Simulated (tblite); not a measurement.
H6NSi2 (charge -1).
SMILES with atom numbers: `[SiH3:1][N-:2][SiH3:3]` (hydrogens: H4, H5, H6 on Si1; H7, H8, H9 on Si3)

Computed with GFN2-xTB (tblite), gas phase: Langevin dynamics at 300 K from the optimised GFN2-xTB geometry, time step 0.5 fs, friction 0.01 fs⁻¹, 2000 steps. The instantaneous temperature is 2·E(kin)/(3Nk) with all 3N coordinates.

| t (fs) | T (K) | E(pot) above start (eV) | Si1–N2 (Å) | N2–Si3 (Å) | Si1–H4 (Å) |
| --- | --- | --- | --- | --- | --- |
| 0 | 279 | 0.000 | 1.666 | 1.666 | 1.491 |
| 25 | 198 | 0.149 | 1.638 | 1.665 | 1.499 |
| 50 | 213 | 0.197 | 1.690 | 1.711 | 1.461 |
| 75 | 231 | 0.160 | 1.627 | 1.629 | 1.550 |
| 100 | 323 | 0.114 | 1.683 | 1.692 | 1.549 |
| 125 | 283 | 0.120 | 1.640 | 1.667 | 1.482 |
| 150 | 128 | 0.125 | 1.640 | 1.684 | 1.486 |
| 175 | 200 | 0.131 | 1.680 | 1.695 | 1.534 |
| 200 | 193 | 0.216 | 1.656 | 1.656 | 1.501 |
| 225 | 209 | 0.248 | 1.676 | 1.680 | 1.460 |
| 250 | 298 | 0.213 | 1.672 | 1.642 | 1.528 |
| 275 | 352 | 0.196 | 1.678 | 1.668 | 1.544 |
| 300 | 348 | 0.232 | 1.699 | 1.680 | 1.476 |
| 325 | 208 | 0.382 | 1.659 | 1.655 | 1.532 |
| 350 | 222 | 0.394 | 1.682 | 1.689 | 1.497 |
| 375 | 255 | 0.232 | 1.631 | 1.659 | 1.528 |
| 400 | 328 | 0.188 | 1.667 | 1.691 | 1.518 |
| 425 | 220 | 0.284 | 1.621 | 1.656 | 1.561 |
| 450 | 255 | 0.283 | 1.684 | 1.646 | 1.447 |
| 475 | 211 | 0.408 | 1.657 | 1.615 | 1.567 |
| 500 | 386 | 0.257 | 1.699 | 1.643 | 1.534 |
| 525 | 282 | 0.401 | 1.668 | 1.602 | 1.481 |
| 550 | 245 | 0.439 | 1.658 | 1.655 | 1.484 |
| 575 | 359 | 0.225 | 1.684 | 1.642 | 1.542 |
| 600 | 280 | 0.221 | 1.674 | 1.627 | 1.525 |
| 625 | 281 | 0.240 | 1.658 | 1.645 | 1.477 |
| 650 | 325 | 0.111 | 1.663 | 1.649 | 1.549 |
| 675 | 256 | 0.273 | 1.697 | 1.664 | 1.486 |
| 700 | 298 | 0.229 | 1.671 | 1.632 | 1.528 |
| 725 | 314 | 0.178 | 1.713 | 1.654 | 1.511 |
| 750 | 236 | 0.165 | 1.706 | 1.643 | 1.497 |
| 775 | 327 | 0.142 | 1.662 | 1.636 | 1.546 |
| 800 | 280 | 0.210 | 1.668 | 1.669 | 1.492 |
| 825 | 198 | 0.314 | 1.665 | 1.679 | 1.494 |
| 850 | 325 | 0.174 | 1.666 | 1.690 | 1.566 |
| 875 | 323 | 0.103 | 1.648 | 1.639 | 1.492 |
| 900 | 223 | 0.271 | 1.701 | 1.734 | 1.526 |
| 925 | 308 | 0.197 | 1.618 | 1.644 | 1.494 |
| 950 | 313 | 0.225 | 1.667 | 1.691 | 1.548 |
| 975 | 204 | 0.357 | 1.625 | 1.662 | 1.490 |
| 1000 | 303 | 0.238 | 1.680 | 1.711 | 1.519 |

**Question.** From 500 fs on, how do temperature and potential energy compare with equipartition?

**Answer.** The mean temperature of these 21 frames is 289 K against the target 300 K, and the mean potential energy 0.24 eV against 21 × kT/2 = 0.27 eV for 21 classical harmonic modes. For 9 atoms in a canonical ensemble the temperature itself scatters by T·√(2/(3N)) = 82 K; here its standard deviation is 47 K. The whole run lasts only 10 friction times of 100 fs, so these averages carry a wide statistical error.

**Question.** What are the kinetic and total energies of the listed frame with the highest potential energy?

**Answer.** The one at 550 fs, 0.439 eV above the start. Its kinetic energy is 3NkT/2 = 0.285 eV at 245 K, so the sum is 0.72 eV; over the listed frames the sum runs from 0.27 to 0.73 eV, since the thermostat adds and removes energy.

**Question.** How much do the listed bonds fluctuate from 500 fs on?

**Answer.** 
```csv
bond,at the start (Å),mean (Å),standard deviation (Å)
Si1–N2,1.666,1.671,0.023
N2–Si3,1.666,1.658,0.029
Si1–H4,1.491,1.513,0.026
```

The motion is classical and holds no zero-point motion.

What follows is the cost of the whole dynamics run. On Arm Neoverse V1, one thread, shared host with 32 logical CPUs at a one-minute load of 18, this took 6.2 s of wall time and 0.18 GiB of memory at its peak.
